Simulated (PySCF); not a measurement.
Species, as SMILES: FOF.
Geometry (B3LYP-D3(BJ)/def2-TZVP, fixed):
```xyz
3

F      0.0392     1.1006    -0.2795
O     -0.0196     0.0082     0.5973
F     -0.0218    -1.1078    -0.2514
```
Charge 0, spin multiplicity 1.

Basis-set convergence of the isotropic shielding of F1 at PBE with PySCF. GIAO, no density fitting; atoms are numbered in the order shown. All functions are spherical. No added dispersion term, no relativity. Reference: the value in pcseg-3, -83.35 ppm, itself unsure by roughly 3.35 ppm (its distance from pcSseg-2).

```json
[
 {"basis": "aug-cc-pVDZ", "functions": "69", "isotropic shielding of F1 (ppm)": "-51.02"},
 {"basis": "aug-pcseg-1", "functions": "69", "isotropic shielding of F1 (ppm)": "-68.06"},
 {"basis": "def2-SVPD", "functions": "69", "isotropic shielding of F1 (ppm)": "-48.16"},
 {"basis": "6-311++G(2d,2p)", "functions": "81", "isotropic shielding of F1 (ppm)": "-77.61"},
 {"basis": "cc-pVTZ", "functions": "90", "isotropic shielding of F1 (ppm)": "-53.94"},
 {"basis": "pcSseg-2", "functions": "108", "isotropic shielding of F1 (ppm)": "-80.00"},
 {"basis": "jun-cc-pV(T+d)Z", "functions": "117", "isotropic shielding of F1 (ppm)": "?"},
 {"basis": "def2-TZVPPD", "functions": "120", "isotropic shielding of F1 (ppm)": "?"},
 {"basis": "cc-pCVTZ", "functions": "129", "isotropic shielding of F1 (ppm)": "-62.44"},
 {"basis": "aug-cc-pVTZ", "functions": "138", "isotropic shielding of F1 (ppm)": "-66.57"},
 {"basis": "aug-pcseg-2", "functions": "138", "isotropic shielding of F1 (ppm)": "?"},
 {"basis": "def2-QZVPP", "functions": "171", "isotropic shielding of F1 (ppm)": "?"},
 {"basis": "pcseg-3", "functions": "180", "isotropic shielding of F1 (ppm)": "-83.35"}
]
```

What belongs in the gaps?


- jun-cc-pV(T+d)Z, isotropic shielding of F1 (ppm): -68.19
- def2-TZVPPD, isotropic shielding of F1 (ppm): -75.22
- aug-pcseg-2, isotropic shielding of F1 (ppm): -80.77
- def2-QZVPP, isotropic shielding of F1 (ppm): -74.91
